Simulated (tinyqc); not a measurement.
Extended Hueckel theory, for LiH+, step by step. The parameters take no account of the charge, which enters only through the electron count. Computed by tinyqc, a small Python program that keeps every step (integrals from PySCF). Settings: charge = 1, K = 1.75, multiplicity = 2. Command: `OMP_NUM_THREADS=1 python tinyqc.py 24868 24869 out.jsonl` (the two numbers bound the seeds that draw the settings). One thread of a shared host (Intel(R) Xeon(R) Processor @ 2.60GHz), about 0.01 s of CPU time with the checks.

## Overlaps

Geometry (angstrom):
```
atom         x         y         z
Li    0.000000  0.000000  0.000000
H     0.000000  0.000000  1.698000
```

Parameters chosen for this run:
```
element  shell  Slater exponent   H_ii (eV)
Li          2s         0.650000   -5.400000
Li          2p         0.650000   -3.500000
H           1s         1.300000  -13.600000
```

Slater orbitals, each expanded in six Gaussians scaled to its exponent.

overlap S, lower triangle:
```
           1Li 2s   1Li 2px   1Li 2py   1Li 2pz     2H 1s
1Li 2s   1.000000
1Li 2px  0.000000  1.000000
1Li 2py  0.000000  0.000000  1.000000
1Li 2pz  0.000000  0.000000  0.000000  1.000000
2H 1s    0.343834  0.000000  0.000000  0.469231  1.000000
```

## Wolfsberg-Helmholz matrix

diagonal H_ii (eV): 1Li 2s -5.400000, 1Li 2px -3.500000, 1Li 2py -3.500000, 1Li 2pz -3.500000, 2H 1s -13.600000

K = 1.750000

H_ij = K' S_ij (H_ii + H_jj)/2 for i != j (the diagonal keeps H_ii), with K' = 1.75.

H (eV), lower triangle:
```
            1Li 2s    1Li 2px    1Li 2py    1Li 2pz       2H 1s
1Li 2s   -5.400000
1Li 2px   0.000000  -3.500000
1Li 2py   0.000000   0.000000  -3.500000
1Li 2pz   0.000000   0.000000   0.000000  -3.500000
2H 1s    -5.716234   0.000000   0.000000  -7.020868  -13.600000
```

## Orbitals

valence electrons = 1

Solve H C = S C e through S^(-1/2); fill by pairs from the bottom, a degenerate level sharing its electrons equally; each orbital has its largest coefficient positive (the first on a tie).

orbital energies (eV): -13.748789  -4.778277  -3.500000  -3.500000  2.841502

occupations: 1.000000  0.000000  0.000000  0.000000  0.000000

coefficients:
```
              MO1        MO2       MO3        MO4        MO5
1Li 2s   0.110423   0.868526  0.000000   0.000000   0.641997
1Li 2px  0.000000   0.000000  0.404856   0.914381   0.000000
1Li 2py  0.000000   0.000000  0.914381  -0.404856   0.000000
1Li 2pz  0.051802  -0.495590  0.000000   0.000000   1.041394
2H 1s    0.932211  -0.132566  0.000000   0.000000  -0.790502
```

sum of one-electron energies = -13.748789 eV

Within a degenerate level the vectors are fixed only up to a rotation; this is one choice.

## Mulliken analysis

P = C n C^T; charge = valence electrons (Li 1, H 1) minus the sum of (P S)_ii on the atom; overlap population = 2 sum P_ij S_ij between two atoms.

charges: 1Li 0.927071, 2H 0.072929

Overlap populations:
```
pair     value
2-1   0.116105
```
